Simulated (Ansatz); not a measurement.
Ansatz (a first-principles code) input:

Ansatz 0.2 input:
```yaml
crystal:
  periodic: [false, false, false]
  atoms:
    - {symbol: S, position_ang: [-0.01709357, 0.00412436, 0.36533252]}
    - {symbol: O, position_ang: [0.02559840, 1.23445278, -0.37891730]}
    - {symbol: O, position_ang: [0.00858873, -1.24270151, -0.35174774]}
basis:
  gaussian:
    orbitals: def2-SVP
hamiltonian:
  xc: {name: PBE0}
```

**Question.** Predict the final energy.

**Answer.** -548.04704 Eh (PBE0/def2-SVP). The basis has 46 functions.
